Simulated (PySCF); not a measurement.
**C2H4B−: geometry, NMR shifts, spin-spin couplings, electronic excitations and core binding energies**

Wanted: the NMR shifts, spin-spin couplings, electronic excitations and core binding energies of C2H4B− (`[BH3-]C#C`), by calculation.

The runs use PySCF 2.14.0, with density-fitted response routines of our own; the level of theory stands in each step. All values are computed, except where a source is named. Atoms are numbered from 0 throughout.

### 1 The molecule as given

7 atoms, charge -1, multiplicity 1; geometry from: GFN2-xTB.

Bonds of the start (Å): B0–C1 1.57, C1–C2 1.20, B0–H3 1.23, B0–H4 1.23, B0–H5 1.23, C2–H6 1.06.

### 2 Geometry optimisation at PBE0-D3(BJ)/def2-SVP

What the job is given:

```
{"job": {"xc": "PBE0", "basis": "def2-SVP", "d3": "d3bj", "grid": 1, "kind": "geom"}, "charge": -1, "multiplicity": 1}
B     -0.990905     0.080713     0.010006
C      0.578025    -0.046235    -0.011648
C      1.779002    -0.142098    -0.028466
H     -1.466293    -0.544623    -0.937382
H     -1.425712    -0.380219     1.064877
H     -1.307772     1.266314    -0.080215
H      2.836990    -0.228948    -0.044249
```

**Question.** This job is followed by: GIAO PBE0/pcSseg-1 NMR shielding, non-relativistic, gas phase; B3LYP/pcJ-1 indirect spin-spin coupling, non-relativistic, gas phase; TDDFT B3LYP/def2-SVPD, vertical, gas phase, core orbitals frozen in the response; GIAO mPW1PW91/pcSseg-2 NMR shielding, non-relativistic, gas phase; delta-SCF UKS SCAN, pcX-2 on the ionised atom, pcseg-1 elsewhere, spin-free X2C. What will the session give for the following? point group; rotational constants (main isotopes); ¹³C shifts against TMS (PBE0/pcSseg-1); ¹H shifts against TMS (PBE0/pcSseg-1, means over atoms taken as alike); ¹¹B shifts against BF3·OEt2 (PBE0/pcSseg-1); largest coupling of the table (B3LYP/pcJ-1); lowest singlet (B3LYP/def2-SVPD); brightest single state of those computed; lowest triplet; vertical ionisation energy (ΔSCF); B1s binding energies, SCAN/pcX-2; C1s binding energies, SCAN/pcX-2 (standing for 1 of 2 atoms); range of the shift of C1.

The runs gave:

| quantity | value |
| --- | --- |
| point group | C3v |
| rotational constants (main isotopes) | 122.11, 7.87, 7.87 GHz |
| ¹³C shifts against TMS (PBE0/pcSseg-1) | 123.0, 70.1 ppm |
| ¹H shifts against TMS (PBE0/pcSseg-1, means over atoms taken as alike) | 0.76, 0.67 ppm |
| ¹¹B shifts against BF3·OEt2 (PBE0/pcSseg-1) | -47.9 ppm |
| largest coupling of the table (B3LYP/pcJ-1) | ¹J(C,H) C2–H6, 236.9 Hz |
| lowest singlet (B3LYP/def2-SVPD) | 5.20 eV (238 nm), f = 0.000 |
| brightest single state of those computed | state 10, 7.03 eV, f = 0.049 |
| lowest triplet | 5.10 eV |
| vertical ionisation energy (ΔSCF) | 3.91 eV |
| B1s binding energies, SCAN/pcX-2 | B0 188.16 eV |
| C1s binding energies, SCAN/pcX-2 (standing for 1 of 2 atoms) | C2 284.25 eV |
| range of the shift of C1 | 123.0 to 128.3 ppm |

In words: The optimisation took 2 steps and gained 0.037 eV; among the close pairs (by a distance rule), C1–C2 changed most, from 1.205 to 1.227 Å. At PBE0/pcSseg-1: Shielding is most anisotropic at C1 (span 345 ppm, paramagnetic term -192 ppm). Of the pairs tabulated at B3LYP/pcJ-1, C2–H6 couples most strongly (236.9 Hz; Fermi contact 235.6 Hz). The lowest singlet, at 5.20 eV, is HOMO→LUMO 0.80, HOMO−1→LUMO 0.18 and is dark; of the 10 states computed, the strongest absorption comes from states 8 to 9 together at 6.81 eV (the last state computed is bright too, and its partners may lie past the list). The lowest triplet lies 0.10 eV below the lowest singlet (triplets in Tamm-Dancoff, singlets in full TDDFT). In the gas-phase run even the lowest singlet lies above the computed detachment energy of this anion, so its states are not to be taken as bound. At B3LYP/def2-SVPD, all states lie near or above the ionisation energy, where they hang on the basis. The orbital energy would give 1.58 eV for ionisation, ΔSCF gives 3.91 eV. Across the 2 runs the shift of C1 moves most, between 123.0 (PBE0/pcSseg-1) and 128.3 ppm (mPW1PW91/pcSseg-2).
